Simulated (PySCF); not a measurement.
Consider 1,2,3-butatriene, `C=C=C=C` (C4H4). Numbering: `[CH2:1]=[C:2]=[C:3]=[CH2:4]`

Energies: ωB97X-D3(BJ)/ma-def2-TZVP (PySCF, density fitting, integration grid level 2) on PBE0-D3(BJ)/ma-def2-SVP structures. The prefix ma- adds one diffuse s and one diffuse p function on all atoms but H. Thermal corrections: PBE0-D3(BJ)/ma-def2-SVP frequencies, unscaled, ideal gas at 298.15 K and 1 bar, quasi-RRHO entropy.

(1) What are the vertical and the adiabatic ionisation energy for forming the radical cation?

(2) Where does the unpaired spin of the relaxed radical cation sit?

(3) What oxidation potential follows in dichloromethane (IEF-PCM), given that Fc+/Fc comes at 4.70 V absolute with this functional and basis?

(4) How far is −ε(HOMO) from the vertical value by ΔSCF?

## Answers

(1) 9.23 eV vertical and 8.90 eV adiabatic, the latter with zero-point energy.

(2) C1 (alkene carbon) 0.36, C4 (alkene carbon) 0.36, C2 (alkene carbon) 0.13, C3 (alkene carbon) 0.13 (intrinsic atomic orbital populations).

(3) In the gas phase ΔG of oxidation is 8.879 eV, and solvation is -9.2 kJ/mol for the parent and -218.9 kJ/mol for the product, so the absolute potential is 6.71 V, or 2.00 V against Fc+/Fc. Fc+/Fc in dichloromethane, 4.70 V, is ωB97X-D3(BJ)/ma-def2-TZVP on PBE0-D3(BJ)/def2-SVP structures with GFN2-xTB thermal terms. Benchmark calculations put it near 5.0 V in acetonitrile and DMSO, so it is about 0.3 V low, and the value against it can read up to that much too high. The solvent is electrostatics only, on gas-phase structures; the absolute scale refers to an electron at rest in vacuum.

(4) −ε(HOMO) = 9.29 eV, which is 0.06 eV above the ΔSCF value.

Differences come from unrounded values, so a last digit can differ from that of the printed terms.
